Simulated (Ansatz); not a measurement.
# FSSi: the cost of one run

Program: Ansatz 0.2.0. Level of theory: UKS PBE0-D4/def2-SVP. These are calculated values, not measurements.

## 1. The structure to begin with

Bond lengths: F1–Si2 1.617 Å, Si2–S3 2.000 Å. Angles: F1–Si2–S3 123.0°.

As a file:

```xyz
3

F     0.2157    1.5038    0.2848
Si   -0.5020    0.1599   -0.2566
S     0.2863   -1.6638   -0.0282
```

## 2. Preparing the start

Contents of input.yaml:

```yaml
crystal:
  periodic: [false, false, false]
  atoms:
    - { symbol: F, position_ang: [0.21567, 1.50384, 0.28479] }
    - { symbol: Si, position_ang: [-0.50199, 0.15993, -0.2566] }
    - { symbol: S, position_ang: [0.28632, -1.66376, -0.02819] }
magnetization:
  spin_polarized: true
  initial_magnetization: 1
basis:
  gaussian: { orbitals: def2-SVP }
hamiltonian:
  xc: pbe0
  dispersion: d4
relax:
  f_tol: 0.02
  max_steps: 40
output:
  orbitals: {}
```

Started as:

```sh
$ ansatz run input.yaml --threads 1 --pin off --max-ram 2048MiB --backend cpu --events-out ev --progress --plain --runs-dir out
```

**Question.** How long does this run take on 1 thread of Intel Xeon 6975P-C (Granite Rapids), shared host, and how much memory does it need?

About 5.5 s, with a peak of 0.14 GiB.
